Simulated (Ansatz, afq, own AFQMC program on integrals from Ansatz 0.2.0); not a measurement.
# SiHCl, triplet in cc-pVTZ, levels against CCSDT(Q)

```json
{"atom": "Cl", "x (Å)": "0.0000", "y (Å)": "0.0000", "z (Å)": "-1.5969"}
{"atom": "H", "x (Å)": "0.0000", "y (Å)": "0.0000", "z (Å)": "-0.3181"}
{"atom": "Si", "x (Å)": "0.0000", "y (Å)": "0.0000", "z (Å)": "1.9151"}
```

Connectivity, by distances: ClH ··· Si.

Basis cc-pVTZ. Only valence electrons are correlated. AFQMC by an in-house program on the Cholesky factors that Ansatz 0.2.0 writes for its CCSD(T) run. ph-AFQMC/CISD is guided by a CISD state made of CCSD amplitudes; releasing the constraint for a short imaginary time cuts its bias at the price of noise, slowly where states lie close. ± is one standard error of the sampling.

Determinant: UHF, the one that the program's search chose, which needn't be the lowest solution. The geometry is a point of a scan.

No full CI on the walks' own integrals is used here; CCSDT(Q) serves as the reference and is uncertain by about the last step of the cluster series.

Cautions: lower spins were not checked.

* T1 diagnostic: 0.0091
* weight of the determinant in the CISD state: 0.861
* ⟨S²⟩ of the determinant: 2.016
* size of the correlated space: 12 electrons in 72 orbitals

Reference: CCSDT(Q), correlation energy -8.583 eV. The released energy is read at 2.40 1/Eh (meV from the phaseless value at times in 1/Eh: -6 ± 4 at 0.24, -6 ± 4 at 0.51, -2 ± 4 at 0.99, -1 ± 5 at 1.62, -5 ± 6 at 2.40).

```tsv
level	E − E(reference) (kJ/mol)	share of correlation (%)
HF	828.1	0.00
MP2	129.2	84.39
CCSD	33.7	95.93
CCSD(T)	4.4	99.47
CCSDT	1.2	99.86
ph-AFQMC/CISD	0.4 ± 0.4	99.95
released AFQMC	-0.1 ± 0.5	100.01
```

A walk keeps the symmetry of its determinant, which the program's search chose and which needn't be the lowest solution, so a lower state of the same spin and another symmetry isn't excluded. Released energies are given only where the last usable release times agree within the noise; a slower fall can still hide under it.
